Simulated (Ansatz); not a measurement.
A calculation with Ansatz (development build ahead of 0.2.0).

```yaml
crystal:
  periodic: [false, false, false]
  atoms:
    - { symbol: H, position_ang: [0.0, 0.0, -1.62616] }
    - { symbol: C, position_ang: [0.0, 0.0, -0.51494] }
    - { symbol: O, position_ang: [0.0, 0.0, 0.58948] }
basis:
  gaussian: { orbitals: cc-pVDZ }
total_charge: 1
hamiltonian:
  xc: hf
correlation:
  method: mp2
  frozen_orbitals: { C: 1, H: 0, O: 1 }
```

The input is written out in the form of the current development build from the run's settings.

Results

```yaml
Converged: yes
Reference_energy: -112.97828 hartree
Correlation_energy: -0.29897 hartree
Total_energy: -113.27725 hartree
Spin_squared_of_the_determinant: 0.000
```
